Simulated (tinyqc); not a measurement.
Inside a calculation (part 2 of 2). Method: UHF in the sto-3g basis, for BH, spin multiplicity 3. This run ends on a higher stationary point, not on the lowest solution. Computed by tinyqc, a small Python program that keeps every step (integrals from PySCF). Command: `OMP_NUM_THREADS=1 python tinyqc.py 23623 23624 out.jsonl` (the two numbers bound the seeds that draw the settings). One thread of a shared host (Intel(R) Xeon(R) Processor @ 2.60GHz), about 0.1 s of CPU time with the checks.

Geometry (angstrom):
```
atom       x       y       z
B     0.0000  0.0000  0.0000
H     0.0000  0.0000  2.4130
```

## Iteration 4: building the Fock matrix

D(alpha) after iteration 3, lower triangle:
```
          1B 1s    1B 2s   1B 2px  1B 2py  1B 2pz   2H 1s
1B 1s    1.0371
1B 2s   -0.1516   0.6098
1B 2px  -0.0087   0.0325   0.2649
1B 2py   0.0941  -0.3176  -0.2673  0.6743
1B 2pz   0.0262  -0.0876   0.3298  0.0620  0.8511
2H 1s   -0.1112   0.3564  -0.1644  0.2445  0.0323  0.5791
```

D(beta) after iteration 3, lower triangle:
```
          1B 1s    1B 2s   1B 2px  1B 2py  1B 2pz   2H 1s
1B 1s    0.9927
1B 2s   -0.0028   0.1114
1B 2px   0.0213  -0.0681   0.0420
1B 2py  -0.0586   0.1872  -0.1154  0.3173
1B 2pz  -0.0291   0.0950  -0.0585  0.1609  0.0816
2H 1s   -0.0636   0.2054  -0.1266  0.3482  0.1766  0.3822
```

core Hamiltonian H = T + V (hartree), lower triangle:
```
           1B 1s    1B 2s   1B 2px   1B 2py   1B 2pz    2H 1s
1B 1s   -12.5404
1B 2s    -3.2464  -3.6317
1B 2px    0.0000   0.0000  -2.8298
1B 2py    0.0000   0.0000   0.0000  -2.8298
1B 2pz   -0.0045  -0.0462   0.0000   0.0000  -2.8509
2H 1s    -0.0459  -0.2230   0.0000   0.0000  -0.2802  -1.5631
```

Two-electron integrals (ij|kl) in chemists' order, unique and non-zero (hartree):
```
(11|11) 2.9235     (21|11) 0.5184     (21|21) 0.1093     (22|11) 0.7442
(22|21) 0.1932     (22|22) 0.5448     (31|31) 0.0203     (32|31) 0.0300
(32|32) 0.1203     (33|11) 0.7425     (33|21) 0.1932     (33|22) 0.5447
(33|33) 0.5868     (41|41) 0.0203     (42|41) 0.0300     (42|42) 0.1203
(43|43) 0.0316     (44|11) 0.7425     (44|21) 0.1932     (44|22) 0.5447
(44|33) 0.5235     (44|44) 0.5868     (51|51) 0.0203     (52|51) 0.0300
(52|52) 0.1203     (53|53) 0.0316     (54|54) 0.0316     (55|11) 0.7425
(55|21) 0.1932     (55|22) 0.5447     (55|33) 0.5235     (55|44) 0.5235
(55|55) 0.5868     (61|11) 0.0070     (61|21) 0.0015     (61|22) 0.0027
(61|33) 0.0027     (61|44) 0.0027     (61|51) 1.32e-04   (61|52) 2.46e-04
(61|55) 0.0027     (61|61) 2.13e-05   (62|11) 0.0336     (62|21) 0.0090
(62|22) 0.0301     (62|33) 0.0292     (62|44) 0.0292     (62|51) 0.0010
(62|52) 0.0071     (62|55) 0.0320     (62|61) 1.34e-04   (62|62) 0.0033
(63|31) 0.0006     (63|32) 0.0034     (63|53) 0.0012     (63|63) 2.43e-04
(64|41) 0.0006     (64|42) 0.0034     (64|54) 0.0012     (64|64) 2.43e-04
(65|11) 0.0419     (65|21) 0.0112     (65|22) 0.0392     (65|33) 0.0375
(65|44) 0.0375     (65|51) 0.0015     (65|52) 0.0109     (65|55) 0.0425
(65|61) 1.71e-04   (65|62) 0.0048     (65|65) 0.0072     (66|11) 0.2193
(66|21) 0.0591     (66|22) 0.2190     (66|33) 0.2122     (66|44) 0.2122
(66|51) 0.0045     (66|52) 0.0457     (66|55) 0.2325     (66|61) 0.0009
(66|62) 0.0361     (66|65) 0.0572     (66|66) 0.7746
```

nuclear repulsion = 1.096513 hartree

J_ij = sum D_kl (ij|kl) with D = D(alpha) + D(beta), K_ij = sum D_kl (ik|jl) for each spin; F = H + J - K(s); E = tr D H + tr D J / 2 - 0.5 sum_s tr D(s) K(s) + E_nn.

Coulomb J (hartree), lower triangle:
```
          1B 1s    1B 2s   1B 2px  1B 2py  1B 2pz   2H 1s
1B 1s    8.2312
1B 2s    1.6600   3.3190
1B 2px  -0.0020  -0.0098   3.2793
1B 2py  -0.0057  -0.0253  -0.0242  3.3226
1B 2pz   0.0063   0.0581   0.0165  0.0155  3.3436
2H 1s    0.0228   0.1954   0.0003  0.0000  0.2616  1.8866
```

exchange K(alpha) (hartree), lower triangle:
```
         1B 1s    1B 2s   1B 2px  1B 2py  1B 2pz   2H 1s
1B 1s   2.9773
1B 2s   0.5801   0.6243
1B 2px  0.0000   0.0143   0.2915
1B 2py  0.0016  -0.1823  -0.1484  0.5187
1B 2pz  0.0001  -0.0331   0.1767  0.0439  0.6288
2H 1s   0.0067   0.1220  -0.0212  0.0443  0.0963  0.4853
```

exchange K(beta) (hartree), lower triangle:
```
          1B 1s    1B 2s   1B 2px  1B 2py  1B 2pz   2H 1s
1B 1s    2.9201
1B 2s    0.5473   0.2362
1B 2px   0.0006  -0.0446   0.0724
1B 2py  -0.0018   0.1227  -0.0641  0.2253
1B 2pz  -0.0005   0.0748  -0.0374  0.1028  0.1147
2H 1s    0.0075   0.0756  -0.0313  0.0861  0.0830  0.3329
```

F(alpha) (hartree), lower triangle:
```
          1B 1s    1B 2s   1B 2px   1B 2py   1B 2pz    2H 1s
1B 1s   -7.2865
1B 2s   -2.1665  -0.9370
1B 2px  -0.0020  -0.0241   0.1580
1B 2py  -0.0073   0.1570   0.1242  -0.0260
1B 2pz   0.0017   0.0449  -0.1602  -0.0284  -0.1361
2H 1s   -0.0299  -0.1496   0.0214  -0.0443  -0.1149  -0.1618
```

F(beta) (hartree), lower triangle:
```
          1B 1s    1B 2s  1B 2px   1B 2py   1B 2pz    2H 1s
1B 1s   -7.2293
1B 2s   -2.1338  -0.5489
1B 2px  -0.0026   0.0349  0.3770
1B 2py  -0.0039  -0.1480  0.0399   0.2675
1B 2pz   0.0023  -0.0630  0.0539  -0.0873   0.3781
2H 1s   -0.0307  -0.1032  0.0316  -0.0861  -0.1016  -0.0094
```

total energy of this density = -24.250516 hartree

## Iteration 4: diagonalisation and new density

X, lower triangle:
```
          1B 1s    1B 2s  1B 2px  1B 2py   1B 2pz   2H 1s
1B 1s    1.0288
1B 2s   -0.1417   1.0315
1B 2px   0.0000   0.0000  1.0000
1B 2py   0.0000   0.0000  0.0000  1.0000
1B 2pz  -0.0007   0.0038  0.0000  0.0000   1.0051
2H 1s    0.0069  -0.0433  0.0000  0.0000  -0.0588  1.0078
```

overlap S, lower triangle:
```
         1B 1s   1B 2s  1B 2px  1B 2py  1B 2pz   2H 1s
1B 1s   1.0000
1B 2s   0.2693  1.0000
1B 2px  0.0000  0.0000  1.0000
1B 2py  0.0000  0.0000  0.0000  1.0000
1B 2pz  0.0000  0.0000  0.0000  0.0000  1.0000
2H 1s   0.0037  0.0823  0.0000  0.0000  0.1161  1.0000
```

A level shift of 1 hartree raises the virtual space: F + shift (S - S D(s) S), with D(s) the density of one spin. Diagonalise F' = X^T F X, C = X C', fill 4 alpha and 2 beta electrons from the bottom; D(s) = C_occ C_occ^T. Each column has its largest component positive (the first on a tie).

F' = X^T F X (alpha) (hartree), lower triangle:
```
         1        2        3        4        5       6
1  -7.0887
2  -1.2119  -0.1021
3   0.0056  -0.0498   0.8930
4  -0.0798   0.4563   0.3914   0.2998
5  -0.0183   0.1200  -0.4820  -0.1019   0.0218
6   0.0956  -0.5085   0.1755  -0.2841  -0.2141  0.2478
```

orbital energies (alpha) (hartree): MO1 -7.2930, MO2 -0.4129, MO3 -0.2354, MO4 -0.1511, MO5 1.0772, MO6 1.2868

coefficients C (alpha):
```
            MO1      MO2      MO3      MO4      MO5      MO6
1B 1s    0.9910  -0.2458   0.0272  -0.0159   0.1873  -0.0012
1B 2s    0.0317   0.8174  -0.0960   0.0440  -0.6370  -0.0002
1B 2px   0.0003   0.0914   0.1925  -0.4736   0.0553   0.8528
1B 2py   0.0003  -0.4015   0.2977   0.6024  -0.5186   0.3441
1B 2pz  -0.0002  -0.0275   0.8249  -0.3817  -0.2021  -0.3821
2H 1s   -0.0017   0.3988   0.3515   0.5574   0.6375   0.1462
```

F' = X^T F X (beta) (hartree), lower triangle:
```
         1        2       3        4        5       6
1  -7.0172
2  -1.3177   0.7594
3  -0.0194   0.1048  1.3351
4   0.0493  -0.3403  0.1553   0.9502
5   0.0263  -0.1631  0.1181  -0.2639   1.2906
6   0.0612  -0.3165  0.1597  -0.4398  -0.3305  0.5932
```

orbital energies (beta) (hartree): MO1 -7.2345, MO2 -0.1345, MO3 1.1299, MO4 1.2999, MO5 1.3874, MO6 1.4631

coefficients C (beta):
```
            MO1      MO2      MO3      MO4      MO5      MO6
1B 1s    0.9921  -0.1221  -0.2171   0.1730   0.0442  -0.0210
1B 2s    0.0280   0.4023   0.7455  -0.5819  -0.1526   0.0754
1B 2px   0.0003  -0.1808  -0.0543  -0.3668   0.8358   0.3624
1B 2py   0.0008   0.5034   0.3139   0.5901   0.4922  -0.2398
1B 2pz   0.0000   0.2750  -0.0256   0.3072  -0.1963   0.8970
2H 1s   -0.0013   0.6370  -0.6783  -0.3181   0.0522  -0.2264
```

D(alpha) after iteration 4, lower triangle:
```
          1B 1s    1B 2s   1B 2px  1B 2py  1B 2pz   2H 1s
1B 1s    1.0435
1B 2s   -0.1729   0.6803
1B 2px  -0.0094   0.0354   0.2697
1B 2py   0.0975  -0.3303  -0.2647  0.6127
1B 2pz   0.0351  -0.1184   0.3370  0.0267  0.8269
2H 1s   -0.0990   0.3167  -0.1599  0.2803  0.0662  0.5933
```

D(beta) after iteration 4, lower triangle:
```
          1B 1s    1B 2s   1B 2px  1B 2py  1B 2pz   2H 1s
1B 1s    0.9991
1B 2s   -0.0213   0.1626
1B 2px   0.0223  -0.0727   0.0327
1B 2py  -0.0607   0.2026  -0.0910  0.2534
1B 2pz  -0.0335   0.1106  -0.0497  0.1384  0.0756
2H 1s   -0.0791   0.2562  -0.1151  0.3207  0.1752  0.4057
```

## Convergence

Stop when the energy changes by less than 1e-10 hartree and every element of the error matrix X^T (F D S - S D F) X (for each spin) is below 3e-06.

Course of the cycle:
```
iteration  E (hartree)     change  largest element of the error matrix
1           -19.344428          -                             2.38e+00
2           -24.048017  -4.70e+00                             5.44e-01
3           -24.188699  -1.41e-01                             1.12e-01
4           -24.250516  -6.18e-02                             8.97e-02
5           -24.302848  -5.23e-02                             8.40e-02
6           -24.346034  -4.32e-02                             7.46e-02
7           -24.380945  -3.49e-02                             6.41e-02
8           -24.410088  -2.91e-02                             6.63e-02
9           -24.436257  -2.62e-02                             7.22e-02
10          -24.461645  -2.54e-02                             7.84e-02
11          -24.487293  -2.56e-02                             8.32e-02
12          -24.512805  -2.55e-02                             8.47e-02
13          -24.536635  -2.38e-02                             8.19e-02
14          -24.557025  -2.04e-02                             7.51e-02
...                ...        ...                                  ...
49          -24.612753  -8.09e-05                             4.34e-03
50          -24.612831  -7.80e-05                             4.32e-03
51          -24.612906  -7.53e-05                             4.31e-03
52          -24.612979  -7.29e-05                             4.29e-03
53          -24.613050  -7.06e-05                             4.27e-03
54          -24.613118  -6.84e-05                             4.25e-03
55          -24.613185  -6.64e-05                             4.23e-03
56          -24.613249  -6.46e-05                             4.22e-03
57          -24.613312  -6.28e-05                             4.20e-03
58          -24.613373  -6.12e-05                             4.18e-03
59          -24.613433  -5.97e-05                             4.16e-03
60          -24.613491  -5.82e-05                             4.14e-03
61          -24.613548  -5.69e-05                             4.12e-03
62          -24.613604  -5.56e-05                             4.11e-03
```

PySCF UHF in the same basis, after a stability check = -24.617013 hartree

Not converged within the cap of 62 iterations: the residual has stopped falling. Reruns (cap 100 unless said): DIIS 8: converged in 21 to a higher stationary point; damping 0.5: not converged; level shift 0.5: not converged; atomic densities as start, DIIS 8: converged in 12; the original settings with a cap of 400: not converged.
